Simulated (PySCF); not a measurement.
The group X on HS-X is varied. All species are isolated molecules in the gas phase. One relaxed conformer stands for each flexible species; it need not be the lowest. Strings in code marks are SMILES.

Calculation: PySCF with B3LYP-D3(BJ)/def2-TZVP. B3LYP has the VWN-RPA correlation part, as in Gaussian. Delta-SCF ions had no search for a lower state. Excitations are Tamm–Dancoff values on a coarser integration grid. The basis has no diffuse functions, so Rydberg states are missing or too high.

```csv
species,vertical ionisation energy (Delta-SCF) (eV),S1 oscillator strength,T1 excitation (TDA) (eV),HOMO–LUMO gap (eV),S1 excitation (TDA) (eV)
X = H (`S`),10.41,–,–,7.52,–
X = methoxy (`COS` (C–O–S–H torsion 81°)),9.52,0.002,3.62,5.89,4.49
X = dimethylamino,8.98,0.002,4.72,6.77,5.42
X = cyano,10.76,0.000,4.87,6.77,5.30
X = formyl (`C(=O)S` (O–C–S–H torsion 180°)),10.46,0.000,4.10,6.47,4.66
X = methylthio (`CSS` (C–S–S–H torsion 87°)),9.18,0.005,3.87,5.82,4.59
X = borono (`OB(O)S`),10.05,0.005,5.60,7.23,6.02
"X = hydroxymethyl (`OCS` (H–O–C–S torsion 52°, O–C–S–H torsion 65°))",9.68,0.005,5.15,7.00,5.64
X = germyl (`[SH][GeH3]`),9.61,0.015,5.01,6.69,5.49
X = difluoromethyl,10.49,0.002,5.08,7.15,5.65
X = cyclopropyl (`SC1CC1` (H–S–C–C torsion 74°)),9.07,0.001,5.06,6.96,5.57
X = methylamino (`CNS` (C–N–S–H torsion 61°)),9.29,0.003,4.68,6.65,5.33
```
